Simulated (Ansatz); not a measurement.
Input for Ansatz (development build ahead of 0.2.0):

```yaml
crystal:
  periodic: [false, false, false]
  atoms:
    - { symbol: "N", position_ang: [0.0, 0.0, 0.1299] }
    - { symbol: H, position_ang: [0.0, 0.0, -2.9884] }
basis:
  gaussian: { orbitals: pcseg-2 }
magnetization:
  spin_polarized: true
  initial_magnetization: 2
hamiltonian:
  xc: pbe0
```

The input is written out in the form of the current development build from the run's settings.

Results

* Converged: yes
* Total energy: -55.04450 hartree
* Spin squared of the determinant: 2.992
* Stability test: minimum

Caution: charge can spread falsely over distant fragments; the unrestricted determinant is a mixture of spin states.
